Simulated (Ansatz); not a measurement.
# SiH4 (singlet): from Hartree-Fock to the top rungs at distance Si1–H5 = 1.360 Å, cc-pVDZ

One table from this session's results is given with a row withheld; the runs are named, their logs left out.

The runs use Ansatz 0.2.0, Gaussian basis; cc-pVDZ, core rule «outside noble gas», up to 5 orbitals frozen.

To be run: UHF; CCSD(T) on RHF; BCCD(T) on RHF; CISD; CCSDT(Q) on RHF; CASSCF and MRCISD+Q, 2 electrons in 2 orbitals; CASSCF and NEVPT2, 2 electrons in 2 orbitals; CASSCF and MRCISD+Q, 8 electrons in 8 orbitals; CASSCF and NEVPT4(SD), 8 electrons in 8 orbitals; CASSCF and NEVPT2, 8 electrons in 8 orbitals.

18 further runs of the same task are left out: 2 for a mislabelled method, 12 that didn't finish, 4 set aside as unsound or not needed.

### The system

The geometry derives from a PBE0/def2-TZVP stationary point (not a proven minimum). One bond is set to the value named and the two fragments are kept rigid.

5 atoms, charge 0, spin multiplicity 1.

Atoms are counted from 1 here; the program's logs count them from 0.

Bond lengths: Si1–H2 1.485 Å, Si1–H3 1.485 Å, Si1–H4 1.485 Å, Si1–H5 1.360 Å. Angles: H2–Si1–H3 109.5°, H2–Si1–H4 109.5°, H2–Si1–H5 109.5°, H3–Si1–H4 109.5°, H3–Si1–H5 109.5°, H4–Si1–H5 109.5°.

The first run:

Contents of in.yaml:

```yaml
crystal:
  periodic: [false, false, false]
  atoms:
    - {symbol: Si, position_ang: [0.002261, -0.002265, -0.002247]}
    - {symbol: H, position_ang: [0.858111, 0.856479, 0.854585]}
    - {symbol: H, position_ang: [-0.857288, -0.856692, 0.855197]}
    - {symbol: H, position_ang: [-0.852470, 0.853270, -0.863394]}
    - {symbol: H, position_ang: [0.788638, -0.789944, -0.783767]}
basis:
  gaussian: {orbitals: cc-pVDZ}
magnetization: {spin_polarized: true, initial_magnetization: 0}
hamiltonian: {xc: hf}
output: {orbitals: {seedname: orbitals}}
```

Started as:

```console
> ansatz run in.yaml --threads 1 --pin off --events-out ev --progress --plain --max-ram 2393MiB
```

Steps of the session up to this table: UHF; CCSD(T) on RHF; BCCD(T) on RHF; CISD; CCSDT(Q) on RHF; CASSCF and MRCISD+Q, 2 electrons in 2 orbitals; CASSCF and NEVPT2, 2 electrons in 2 orbitals; CASSCF and MRCISD+Q, 8 electrons in 8 orbitals; CASSCF and NEVPT4(SD), 8 electrons in 8 orbitals; CASSCF and NEVPT2, 8 electrons in 8 orbitals.

One table of the session follows, with a row left open; its other results are not shown here.

| method | from RCCSDT(Q) (meV) |
| --- | --- |
| RHF | +4089.2 |
| RMP2 | +920.6 |
| CISD | +269.9 |
| RCCSD | +81.7 |
| RCCSD(T) | +16.9 |
| BCCD(T) | +16.7 |
| RCCSDT | +1.5 |
| RCCSDT(Q) | 0 |
| CASSCF pair | +3728.7 |
| NEVPT2 pair | +929.0 |
| MRCISD pair | +223.7 |
| MRCISD+Q pair | -14.3 |
| CASSCF valence | +2631.0 |
| NEVPT2 valence | +864.9 |
| NEVPT4(SD) valence | +141.1 |
| MRCISD valence | +126.7 |
| MRCISD+Q valence | ? |

Q: Estimate the row for MRCISD+Q valence from the others.

The run gave: from RCCSDT(Q) (meV): +11.3. In the column «from RCCSDT(Q) (meV)» it lies between RCCSDT (+1.5) and BCCD(T) (+16.7).
